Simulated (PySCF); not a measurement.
Method: delta-SCF UKS SCAN, pcX-2 on the ionised atom, pcseg-1 elsewhere, spin-free X2C in PySCF. Geometries: PBE0-D3(BJ)/def2-SVP; isolated species, one conformer each. Values against the vacuum level.

**Question.** Rank by computed C 1s binding energy, lowest first.
A. C2 in `[O:1]=[C:2]([OH:3])[SiH:4]1[CH2:5][SiH2:6][CH2:7]1`
B. C5 in `[CH2:1]=[N:2][CH2:3][C@@H:4]1[CH2:5][CH2:6][C@@H:7]1[F:8]`
C. Carbon in `C=BO` (CH3BO)
D. Carbon in `[BH3-]C#[O+]`

**Answer.** C (289.23 eV), B (290.41 eV), A (294.13 eV), D (295.77 eV).

The highest is bonded to O (triple bond) and B, the lowest to 2 H and B (double bond); the range is 6.54 eV.

**Question.** Order these sites by rising O 1s binding energy.
A. Oxygen in `[BH3-]C#[O+]`
B. Oxygen in `C=BO` (CH3BO)
C. O1 in `[O:1]=[C:2]([OH:3])[SiH:4]1[CH2:5][SiH2:6][CH2:7]1`

**Answer.** C (537.75 eV), B (540.63 eV), A (541.69 eV).

From the lowest up, the atoms are bonded to: C (double bond) (537.75); H and B (540.63); C (triple bond) (541.69).
